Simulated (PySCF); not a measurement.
Species: hydrofluoric acid, HF.
SMILES: `F`

The closed-shell ground state was solved at several levels (PySCF, density fitting, gas phase, non-relativistic). Isolated species at its GFN2-xTB geometry, gas phase.

```
          level  basis functions  total energy (Eh)  HOMO (eV)  LUMO (eV)  gap (eV)  dipole (D)
  PBE0/pcSseg-1               22          -100.3345     -11.28       1.25     12.53        1.92
B3LYP/def2-SVPD               31          -100.3767     -11.58      -0.06     11.52        1.85
```

**Question.** What might B3LYP/pcJ-1 (37 basis functions) give for the same quantities?

**Answer.** Total energy -100.4416 Eh, HOMO -10.85 eV, LUMO 0.74 eV, gap 11.59 eV, dipole 1.97 D.

**Question.** Over all these levels, which gives the widest orbital gap and which the narrowest?

**Answer.** PBE0/pcSseg-1 (global hybrid, 25 % exact exchange) has the widest, 12.53 eV, and B3LYP/def2-SVPD (global hybrid, 20 % exact exchange) the narrowest, 11.52 eV. Functional and basis both differ between the two, so the spread mixes both effects.

**Question.** How far do the dipole and the HOMO energy spread over the levels?

**Answer.** The dipole runs from 1.85 to 1.97 D (mean 1.92 D) and the HOMO from -11.58 to -10.85 eV.
